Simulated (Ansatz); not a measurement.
Zinc-blende InSb was calculated with PBE in Ansatz (plane waves, PAW).

The same calculation (at the measured cell, 33.996 Å³/atom) with different numerical settings:

```csv
run,k mesh,gap on the mesh (eV),total energy (eV/atom),rough time
1,4×4×4,0.000,-6041.1970,under 3 core-s
2,6×6×6,0.000,-6041.2610,under 3 core-s
3,8×8×8,0.000,-6041.2701,3 core-s
4,12×12×12,0.000,-6041.2725,7 core-s
5,16×16×16,0.000,-6041.2727,10 core-s
6,20×20×20,0.000,-6041.2727,20 core-s
```

In the column total energy (eV/atom) the first row differs from the last by +0.0757 and the next to last by 0.0000.

The last row is no converged limit: other settings stay fixed.

Spin–orbit coupling is not included.

Ansatz is a first-principles code.
